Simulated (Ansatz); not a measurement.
`CB[SiH3]` + H₂O → `OB[SiH3]` + CH₄ at 600 K and 1 bar (formal hydrolysis of a B–C bond).

Gas-phase electronic energies from Ansatz, PBE0-D4/def2-TZVP geometries. CCSD(T)/CBS is the MP2 limit (def2-TZVPP, def2-QZVPP) plus CCSD(T) − MP2 in def2-TZVPP, frozen cores. This one scheme is used for every species. Each species was taken in one conformer, which may not be the lowest.

```tsv
species	CCSD(T)/CBS energy (Eh)	H − E (kJ/mol)	S (J/(mol·K))
`CB[SiH3]`	-356.10570	243.9	396.6
H₂O	-76.37941	76.8	212.8
`OB[SiH3]`	-392.07510	182.6	365.1
CH₄	-40.46206	140.4	215.7
```

H − E and S are ideal-gas, rigid-rotor, harmonic terms from PBE0-D4/def2-TZVP, for one conformer and one mirror image of each species. 1 Eh = 2625.50 kJ/mol, R = 8.31446 J/(mol·K).

**Question.** By hand: ΔE, ΔH, ΔS and ΔG.

**Answer.** ΔE = (-392.07510) + (-40.46206) − (-356.10570) − (-76.37941) = -0.05205 Eh = -136.7 kJ/mol. Δ(H − E) = 182.6 + 140.4 − 243.9 − 76.8 = 2.3, so ΔH = -134.4 kJ/mol. ΔS = 365.1 + 215.7 − 396.6 − 212.8 = -28.6 J/(mol·K). ΔG = -134.4 − 600 × (-28.6)/1000 = -117.2 kJ/mol.

**Question.** By hand: the equilibrium constant, and the temperature at which ΔG would vanish if ΔH and ΔS stayed fixed.

**Answer.** log₁₀ K = −ΔG/(RT ln 10) = 10.2. ΔG = 0 at ΔH/ΔS = 4699 K, far beyond where these terms or the molecules hold.

ΔH outweighs TΔS. A doubt of 5 kJ/mol in ΔE shifts log₁₀ K by 0.4 here. Other conformers and mirror images would add mixing entropy, several J/(mol·K) or more a flexible species. Modes under 60 cm⁻¹, often nearly free rotors, make the harmonic entropy too high. These are equilibria of isolated gas molecules and say nothing of rates. Largest T1 diagnostic: 0.014 (customary marks: 0.02 for closed shells, 0.045 for open ones).
